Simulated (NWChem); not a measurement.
**One shape, several levels: CH3Mg (SMILES [CH3][Mg])**

We compute a comparison of 5 runs (UB3LYP/SBKJC-VDZ, UB3LYP/LANL2DZ, UB3LYP/DGauss-DZVP, UBP86/6-31+G*, UBP86/6-311+G**) of CH3Mg. 

Program for the calculation: NWChem 7.3.0.

## (1) The molecule

The species is CH3Mg (5 atoms), meant as a doublet with charge 0. As SMILES, `[CH3][Mg]`. The coordinates come from a PBE0-D4/def2-TZVP relaxation.

Bond lengths: C1–Mg2 2.116 Å, C1–H3 1.094 Å, C1–H4 1.094 Å, C1–H5 1.094 Å. Angles: Mg2–C1–H3 110.5°, Mg2–C1–H4 110.5°, Mg2–C1–H5 110.5°, H3–C1–H4 108.4°, H3–C1–H5 108.4°, H4–C1–H5 108.4°.

## (2) The charge distribution at UB3LYP/SBKJC-VDZ (core potential) (run 1)

struct.nw

```
start struct
title "CH3Mg"
memory total 2200 mb
charge 0
geometry units angstroms noautosym nocenter noautoz
C        0.094600      -0.156300      -0.109000
Mg      -0.831300       1.393900       0.993700
H        0.355500      -0.991200       0.548600
H       -0.578500      -0.527000      -0.888200
H        1.009700       0.207000      -0.586500
end
basis spherical bse
C library SBKJC-VDZ
Mg library SBKJC-VDZ
H library SBKJC-VDZ
end
ecp bse
C library SBKJC-VDZ
Mg library SBKJC-VDZ
end
dft
xc b3lyp
mult 2
grid fine
convergence energy 1e-08
maxiter 100
mulliken
noprint "final vectors analysis"
end
property
dipole
quadrupole
mulliken
end
task dft property
```

Run with:

```
$ nwchem struct.nw > struct.out
```

What it wrote:

```text
[...]
          Wavefunction type:  spin polarized.
          No. of atoms     :     5
          No. of electrons :     9
[...]
          Charge           :     0
          Spin multiplicity:     2
[...]
          AO basis - number of functions:    22
[...]
              XC Information
              --------------
                         B3LYP Method XC Potential
                     Hartree-Fock (Exact) Exchange  0.200
                        Slater Exchange Functional  0.800 local
                    Becke 1988 Exchange Functional  0.720 non-local
              Lee-Yang-Parr Correlation Functional  0.810
                  VWN I RPA Correlation Functional  0.190 local
[...]
 d= 0,ls=0.0,diis     1     -8.2076120147 -1.81D+01  2.53D-02  2.18D-02     0.3
[...]
 d= 0,ls=0.0,diis     8     -8.2289223197 -4.01D-09  2.56D-06  2.49D-09     1.9
[...]
         Total DFT energy =       -8.228922319692
      One electron energy =      -30.879182928222
           Coulomb energy =       15.966812679287
    Exchange-Corr. energy =       -3.189974215838
 Nuclear repulsion energy =        9.873422145081
[...]
      Total Density - Mulliken Population Analysis
     ---------------------------------------------
    Atom       Charge   Shell Charges
 -----------   ------   -------------------------------------------------------
    1 C    4     4.79   1.14  2.70  0.13  0.82
    2 Mg   2     1.73   1.14  0.45  0.14  0.01
    3 H    1     0.83   0.46  0.37
    4 H    1     0.83   0.46  0.37
    5 H    1     0.83   0.46  0.37
[...]
      <S2> =      0.7547 (Exact =     0.7500)
[...]
   Dipole moment        0.3507378784 Debye(s)
             DMX       -0.1534511333 DMXEFC        0.0000000000
             DMY        0.2570107119 DMYEFC        0.0000000000
             DMZ        0.1827985311 DMZEFC        0.0000000000
   -EFC- dipole         0.0000000000 DEBYE(S)
   Total dipole         0.3507378784 DEBYE(S)
[...]
```

Wall time 2.6 s (1 thread of Intel Xeon 6975P-C (Granite Rapids), shared host); peak memory 0.11 GiB.

Atomic charges (e):

```
atom  Löwdin
  C1  -0.840
 Mg2  +0.380
  H3  +0.150
  H4  +0.150
  H5  +0.150
```

## (3) Energy and one-electron properties at UB3LYP/LANL2DZ (core potential) (run 2)

a.nw

```
START a
TITLE "CH3Mg"
memory stack 880 mb heap 220 mb global 1100 mb
GEOMETRY units angstrom noautosym nocenter noautoz
  C      0.094600    -0.156300    -0.109000
  Mg    -0.831300     1.393900     0.993700
  H      0.355500    -0.991200     0.548600
  H     -0.578500    -0.527000    -0.888200
  H      1.009700     0.207000    -0.586500
END
BASIS spherical bse
  * library LANL2DZ
END
ECP bse
  Mg library LANL2DZ
END
DFT
  xc b3lyp
  mult 2
  grid fine
  convergence energy 1e-08
  maxiter 100
  mulliken
  noprint "final vectors analysis"
END
PROPERTY
  dipole
  quadrupole
  mulliken
END
TASK dft property
```

Run with:

```
$ nwchem a.nw > a.out
```

What it wrote:

```text
[...]
          Wavefunction type:  spin polarized.
          No. of atoms     :     5
          No. of electrons :    11
[...]
          Charge           :     0
          Spin multiplicity:     2
[...]
          AO basis - number of functions:    23
[...]
              XC Information
              --------------
                         B3LYP Method XC Potential
                     Hartree-Fock (Exact) Exchange  0.200
                        Slater Exchange Functional  0.800 local
                    Becke 1988 Exchange Functional  0.720 non-local
              Lee-Yang-Parr Correlation Functional  0.810
                  VWN I RPA Correlation Functional  0.190 local
[...]
 d= 0,ls=0.0,diis     1    -40.6792341778 -5.45D+01  2.15D-02  3.05D-02     0.6
[...]
 d= 0,ls=0.0,diis     8    -40.7019994112 -3.38D-09  2.01D-06  2.72D-09     2.2
[...]
         Total DFT energy =      -40.701999411196
      One electron energy =      -81.246594125092
           Coulomb energy =       33.678019872508
    Exchange-Corr. energy =       -6.908711544995
 Nuclear repulsion energy =       13.775286386383
[...]
      Total Density - Mulliken Population Analysis
     ---------------------------------------------
    Atom       Charge   Shell Charges
 -----------   ------   -------------------------------------------------------
    1 C    6     7.10   2.00  0.71  0.77  2.70  0.93
    2 Mg   2     1.56   0.70  0.45  0.30  0.11
    3 H    1     0.78   0.51  0.27
    4 H    1     0.78   0.51  0.27
    5 H    1     0.78   0.51  0.27
[...]
      <S2> =      0.7538 (Exact =     0.7500)
[...]
   Dipole moment        0.6092615578 Debye(s)
             DMX       -0.2666006474 DMXEFC        0.0000000000
             DMY        0.4464238431 DMYEFC        0.0000000000
             DMZ        0.3175366010 DMZEFC        0.0000000000
   -EFC- dipole         0.0000000000 DEBYE(S)
   Total dipole         0.6092615578 DEBYE(S)
[...]
```

Wall time 2.8 s (1 thread of Intel Xeon 6975P-C (Granite Rapids), shared host); peak memory 0.11 GiB.

Atomic charges (e):

```
atom  Löwdin
  C1  -0.750
 Mg2  +0.340
  H3  +0.140
  H4  +0.140
  H5  +0.140
```

Run 3 isn't shown in full; the table further down has it.

## (4) The response to a field at UBP86/6-31+G(d) (spherical functions) (run 4)

input.nw

```
start input
title "CH3Mg polarizability"
memory 2200 mb
charge 0
geometry noautosym nocenter noautoz
C        0.094600      -0.156300      -0.109000
Mg      -0.831300       1.393900       0.993700
H        0.355500      -0.991200       0.548600
H       -0.578500      -0.527000      -0.888200
H        1.009700       0.207000      -0.586500
end
basis spherical bse
C library 6-31+G*
Mg library 6-31+G*
H library 6-31+G*
end
dft
xc becke88 perdew86
mult 2
grid fine
convergence energy 1e-08
maxiter 100
mulliken
noprint "final vectors analysis"
end
property
response 1 0
end
task dft property
```

Run with:

```
$ nwchem input.nw > input.out
```

What it wrote:

```text
[...]
          Wavefunction type:  spin polarized.
          No. of atoms     :     5
          No. of electrons :    21
[...]
          Charge           :     0
          Spin multiplicity:     2
[...]
          AO basis - number of functions:    46
[...]
              XC Information
              --------------
                    Becke 1988 Exchange Functional  1.000
                Perdew 1981 Correlation Functional  1.000 local
                Perdew 1986 Correlation Functional  1.000 non-local
[...]
 d= 0,ls=0.0,diis     1   -239.9194270057 -2.75D+02  1.44D-02  4.03D-02     0.6
[...]
 d= 0,ls=0.0,diis    10   -239.9458801897 -2.10D-09  1.11D-06  1.30D-10     5.1
[...]
         Total DFT energy =     -239.945880189675
      One electron energy =     -401.197020314042
           Coulomb energy =      149.604045008959
    Exchange-Corr. energy =      -23.012699453267
 Nuclear repulsion energy =       34.659794568675
[...]
      Total Density - Mulliken Population Analysis
     ---------------------------------------------
    Atom       Charge   Shell Charges
 -----------   ------   -------------------------------------------------------
    1 C    6     6.90   2.00  0.66  2.07  0.74  1.26  0.02  0.14  0.02
    2 Mg  12    11.73   2.00  2.00  5.95  0.76  0.38  0.53  0.05  0.01 -0.00  0.04
    3 H    1     0.79   0.52  0.28
    4 H    1     0.79   0.52  0.28
    5 H    1     0.79   0.52  0.28
[...]
      <S2> =      0.7522 (Exact =     0.7500)
[...]
 Anisotropic =      18.5685160
[...]
```

It took 18 s on 1 thread of Intel Xeon 6975P-C (Granite Rapids), shared host; peak memory 0.11 GiB.

## (5) The response to a field at UBP86/6-311+G(d,p) (run 5)

calc.nw

```
start calc
title "CH3Mg polarizability"
memory stack 880 mb heap 220 mb global 1100 mb

geometry units angstrom noautosym nocenter noautoz
 C     0.094600   -0.156300   -0.109000
 Mg   -0.831300    1.393900    0.993700
 H     0.355500   -0.991200    0.548600
 H    -0.578500   -0.527000   -0.888200
 H     1.009700    0.207000   -0.586500
end

basis spherical bse
 C library 6-311+G**
 Mg library 6-311+G**
 H library 6-311+G**
end

dft
 xc becke88 perdew86
 mult 2
 grid fine
 convergence energy 1e-08
 maxiter 100
 mulliken
 noprint "final vectors analysis"
end

property
 response 1 0
end

task dft property
```

Run with:

```
$ nwchem calc.nw > calc.out
```

What it wrote:

```text
[...]
          Wavefunction type:  spin polarized.
          No. of atoms     :     5
          No. of electrons :    21
[...]
          Charge           :     0
          Spin multiplicity:     2
[...]
          AO basis - number of functions:    70
[...]
              XC Information
              --------------
                    Becke 1988 Exchange Functional  1.000
                Perdew 1981 Correlation Functional  1.000 local
                Perdew 1986 Correlation Functional  1.000 non-local
[...]
 d= 0,ls=0.0,diis     1   -239.9410660356 -2.75D+02  9.13D-03  1.31D-01     0.9
[...]
 d= 0,ls=0.0,diis    11   -239.9752369855 -8.42D-10  3.63D-07  7.28D-11     8.3
[...]
         Total DFT energy =     -239.975236985496
      One electron energy =     -401.369485197945
           Coulomb energy =      149.765052362176
    Exchange-Corr. energy =      -23.030598718402
 Nuclear repulsion energy =       34.659794568675
[...]
      Total Density - Mulliken Population Analysis
     ---------------------------------------------
    Atom       Charge   Shell Charges
 -----------   ------   -------------------------------------------------------
    1 C    6     6.69   1.11  0.88  0.64  0.74  1.48  0.58  1.23 -0.03  0.04  0.02
    2 Mg  12    11.75   0.78  1.20  1.04  0.95  0.84  0.49  2.35  3.54  0.24  0.23  0.04  0.01 -0.00  0.05
    3 H    1     0.85   0.27  0.46  0.10  0.03
    4 H    1     0.85   0.27  0.46  0.10  0.03
    5 H    1     0.85   0.27  0.46  0.10  0.03
[...]
      <S2> =      0.7522 (Exact =     0.7500)
[...]
 Anisotropic =      16.4944025
[...]
```

Wall time 33 s (1 thread of Intel Xeon 6975P-C (Granite Rapids), shared host); peak memory 0.11 GiB.

## (6) All runs side by side

```
run                                level  core potential            task  energy (Eh)  dipole moment (D)   ⟨S²⟩  wall time
  1    UB3LYP/SBKJC-VDZ (core potential)       SBKJC-VDZ      properties    -8.228922               0.35  0.755      2.6 s
  2      UB3LYP/LANL2DZ (core potential)         LANL2DZ      properties   -40.701999               0.61  0.754      2.8 s
  3                   UB3LYP/DGauss-DZVP               –      properties  -239.944050               1.14  0.754      5.1 s
  4  UBP86/6-31+G* (spherical functions)               –  polarizability  -239.945880               0.65  0.752       18 s
  5                      UBP86/6-311+G**               –  polarizability  -239.975237               0.74  0.752       33 s
```

## (7) Outcome

| quantity | value |
| --- | --- |
| run 5: total energy | -239.97524 Eh |
| run 5: dipole moment | 0.74 D |
| run 5: ⟨S²⟩ | 0.752 |
| run 5: mean static polarisability | 79.3 bohr³ |

The dipole moment (its size) runs from 0.35 D (UB3LYP/SBKJC-VDZ) to 1.14 D (UB3LYP/DGauss-DZVP). The two ends differ in basis and core potential. Totals of different functionals can't be ranked against each other. Some runs of one species differ in core potentials or relativity; totals across that change don't compare. All runs together took 62 s, the longest 33 s.
